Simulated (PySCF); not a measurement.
Bond length, frequency and bond energy of LiC by level of theory

State: ⁴Σ⁻ (quartet), unpaired electrons σ ↑, π ↑↑. Set-up: PySCF, spin-free X2C with a Gaussian nucleus, basis sets Li jorge-DZP-DKH, C jorge-DZP-DKH. De refers to Li + C in their high-spin ground configurations, without counterpoise correction. The functionals are run spin-unrestricted. A positive dipole means Li(−)C(+).

| Level | Re (Å) | ωe (cm⁻¹) | De (eV) | μ (D) | CPU s a point (SCF and correlation, without the integrals) |
| --- | --- | --- | --- | --- | --- |
| UHF | 1.925 | 684 | 1.81 | -6.82 | 0.038 |
| UHF-MP2 | 1.936 | 662 | 2.34 | n/a | 0.055 |
| UHF-SCS-MP2 | 1.933 | 664 | 2.11 | n/a | n/a |
| UHF-CCSD | 1.936 | 657 | 2.24 | n/a | n/a |
| UHF-CCSD(T) | 1.939 | 654 | 2.27 | n/a | 0.51 |
| PBE | 1.935 | 643 | 2.64 | -5.89 | 0.26 |
| PBEsol | 1.933 | 644 | 2.77 | -5.94 | 0.19 |
| revPBE | 1.948 | 632 | 2.51 | -5.94 | 0.19 |
| r²SCAN | 1.934 | 656 | 2.71 | -6.25 | 0.38 |
| PBE0 | 1.922 | 664 | 2.53 | -6.25 | 0.37 |
| M06-2X | 1.916 | 669 | 2.59 | -6.38 | 0.42 |

The bond length runs from 1.916 Å (M06-2X) to 1.948 Å (revPBE). De spans 1.81 eV (UHF, mean field) to 2.77 eV (PBEsol, GGA). Correlation at CCSD(T) changes the Hartree–Fock bond energy by +0.46 eV; the triples alone change it by +0.03 eV.

Correlated steps freeze 1 core orbital. Correlated levels converge slowly with the basis: in double zeta they bind strong bonds too weakly, by up to about 1 eV, and carry superposition errors of some tenths. The state is the lowest determinant that a PBE0 search found; another state may lie lower at other levels.

The whole job (state search and all levels along the bond) took about 0.69 min on 1 thread of Arm Neoverse V1 (shared host), peak memory 0.37 GiB.
